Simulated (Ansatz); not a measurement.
**BH₂⁻, triplet in 6-31++G**: errors against full CI**

Geometry: a point of a stretch scan, not a stationary point.

```yaml
atoms:
  - { symbol: B, position_ang: [0.0000, -0.1059, 0.0503] }
  - { symbol: H, position_ang: [0.0000, 0.7211, -1.6813] }
  - { symbol: H, position_ang: [0.0000, 0.4152, 1.1414] }
```

Basis 6-31++G** (Cartesian d functions); Ansatz 0.2.0. Only valence electrons are correlated (noble-gas cores frozen), which leaves 6 electrons in 30 orbitals. R marks a restricted (for open shells ROHF) determinant, U an unrestricted one. Active spaces: pair = (4e, 4o) about the gap; valence = (6e, 6o) chosen from the atoms' valence shells.

Full CI is exact within this basis and frozen core; it isn't the basis-set limit. The frozen core follows each run's orbitals, which can shift R against U totals by a few meV.

For open shells CISD is restricted-active-space CI with the open shells as a complete middle space.

- UHF ⟨S²⟩: 2.032
- T1 diagnostic (RCCSD): 0.0406
- largest doubles amplitude (RCCSD): 0.085
- T1 diagnostic (UCCSD): 0.0392

```
                            level  E − E(full CI) (kJ/mol)  share of correlation (%)  wall time
                              RHF                    278.9                      0.00          –
                              UHF                    272.6                      2.26          –
                             RMP2                     71.5                     74.38          –
                             UMP2                     72.6                     73.96          –
                             CISD                     20.6                     92.61     0.51 s
                            RCCSD                     12.3                     95.60          –
                            UCCSD                     12.6                     95.50          –
                         RCCSD(T)                      2.9                     98.95      0.6 s
                         UCCSD(T)                      3.2                     98.87     0.66 s
                          BCCD(T)                      3.1                     98.88     0.72 s
                           RCCSDT                      0.2                     99.92          –
                           UCCSDT                      0.2                     99.92          –
                        RCCSDT(Q)                      0.1                     99.97      5.5 s
                        UCCSDT(Q)                      0.0                    100.00      4.7 s
              CASSCF (pair space)                    211.9                     24.03          –
              NEVPT2 (pair space)                     52.2                     81.30     0.18 s
              MRCISD (pair space)                     12.3                     95.60          –
            MRCISD+Q (pair space)                      2.0                     99.28     0.39 s
           CASSCF (valence space)                    170.3                     38.93          –
           NEVPT2 (valence space)                     49.5                     82.26     0.27 s
           MRCISD (valence space)                      9.2                     96.68          –
         MRCISD+Q (valence space)                      2.3                     99.18     0.57 s
MRCISD+Q(relaxed) (valence space)                      0.0                    100.01     0.69 s
```

The correlation energy at full CI, counted from RHF, is -2.890 eV. That run took 68 s on 1 thread of Arm Neoverse V2, shared host over 8,141,448 determinants.

Times hold each run's SCF and search for its determinant on a shared host, so for small cases they say little of a method's own cost; they ran on 1 thread of Arm Neoverse V2.

The full-CI state has the irrep A'' of Cs, in the program's axes.

Natural occupations of full CI about the gap: 1.957 1.900 0.989 0.980 0.078 0.021 0.021 0.014 0.011 0.010; effectively unpaired electrons, Σ n²(2−n)², 2.07.
